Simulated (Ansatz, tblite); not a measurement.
**The cluster ScCl3: charged states by level of theory**

One table from this session's results is given with a row withheld; the runs are named, their logs left out.

The runs use Ansatz 0.2.0, Gaussian basis; as each input shows.

The runs, in order: charge +1 doublet, at the geometry of the singlet (PBE0-D4/def2-TZVP, PBE-D4/def2-TZVP, r2SCAN-D4/def2-TZVP, B3LYP-D4/def2-TZVP, BHLYP-D4/def2-TZVP, BLYP-D4/def2-TZVP, ωB97X-V/def2-TZVP, LDA/def2-TZVP); charge +1 doublet, relaxed (PBE0-D4/def2-TZVP, PBE-D4/def2-TZVP); charge -1 doublet, at the geometry of the singlet (PBE0-D4/def2-TZVPD, PBE-D4/def2-TZVPD, r2SCAN-D4/def2-TZVPD); charge -1 doublet, relaxed (PBE0-D4/def2-TZVPD, PBE-D4/def2-TZVPD); the starting singlet's energies come from earlier runs.

2 further runs of the same task are left out: 1 that didn't finish, 1 set aside as unsound or not needed.

### The geometry

The singlet was relaxed beforehand with r2SCAN-D4/def2-SVP. At that level it is the lowest of the isomers that a small search found.

4 atoms, charge 0, spin multiplicity 1.

Atoms are counted from 1 here; the program's logs count them from 0.

Bond lengths: Sc1–Cl2 2.268 Å, Sc1–Cl3 2.268 Å, Sc1–Cl4 2.268 Å. Angles: Cl2–Sc1–Cl3 120.0°, Cl2–Sc1–Cl4 120.2°, Cl3–Sc1–Cl4 119.9°.

No spin-orbit coupling is included.

The first run:

in.yaml reads:

```yaml
crystal:
  periodic: [false, false, false]
  atoms:
    - {symbol: Sc, position_ang: [0.003551, 0.000604, 0.001377]}
    - {symbol: Cl, position_ang: [0.099320, -0.912751, 2.075457]}
    - {symbol: Cl, position_ang: [-0.031151, -1.341577, -1.827026]}
    - {symbol: Cl, position_ang: [-0.071720, 2.253725, -0.249798]}
basis:
  gaussian: {orbitals: def2-SVP}
total_charge: 1
magnetization: {spin_polarized: true, initial_magnetization: 1}
hamiltonian: {xc: pbe0, dispersion: d4}
output: {orbitals: {seedname: orbitals}}
```

Command:

```
$ ansatz run in.yaml --threads 2 --pin off --events-out ev --progress --plain --max-ram 4352MiB
```

Steps of the session up to this table: Charge +1 doublet at the fixed geometry, first pass, PBE0-D4/def2-SVP; Charge +1 doublet at the fixed geometry, PBE0-D4/def2-TZVP; Charge +1 doublet at the fixed geometry, PBE-D4/def2-TZVP; Charge +1 doublet at the fixed geometry, r2SCAN-D4/def2-TZVP; Charge +1 doublet at the fixed geometry, B3LYP-D4/def2-TZVP; Charge +1 doublet at the fixed geometry, BHLYP-D4/def2-TZVP; Charge +1 doublet at the fixed geometry, BLYP-D4/def2-TZVP; Charge +1 doublet at the fixed geometry, ωB97X-V/def2-TZVP; Charge +1 doublet at the fixed geometry, LDA/def2-TZVP.

One of the session's tables, all rows but one given; the rest of the session is left out.

It belongs to the step «Vertical ionisation energy». Beside −ε(HOMO) of the starting state:

| level | −ε(HOMO) (eV) | by difference (eV) | mismatch (eV) |
| --- | --- | --- | --- |
| LDA/def2-TZVP | ? | ? | ? |
| PBE-D4/def2-TZVP | 7.88 | 10.65 | -2.77 |
| BLYP-D4/def2-TZVP | 7.70 | 10.48 | -2.78 |
| r2SCAN-D4/def2-TZVP | 8.26 | 10.94 | -2.68 |
| B3LYP-D4/def2-TZVP | 8.97 | 11.10 | -2.12 |
| PBE0-D4/def2-TZVP | 9.26 | 11.20 | -1.94 |
| BHLYP-D4/def2-TZVP | 10.48 | 11.57 | -1.09 |
| ωB97X-V/def2-TZVP | 11.64 | 11.78 | -0.14 |

**Question.** Estimate the row for LDA/def2-TZVP.

The run gave: −ε(HOMO) (eV): 8.04; by difference (eV): 10.84; mismatch (eV): -2.80. In the column «−ε(HOMO) (eV)» it lies between PBE-D4/def2-TZVP (7.88) and r2SCAN-D4/def2-TZVP (8.26).

To keep in mind: The anion's highest level is positive in at least one run, so there the basis alone may hold the extra electron.
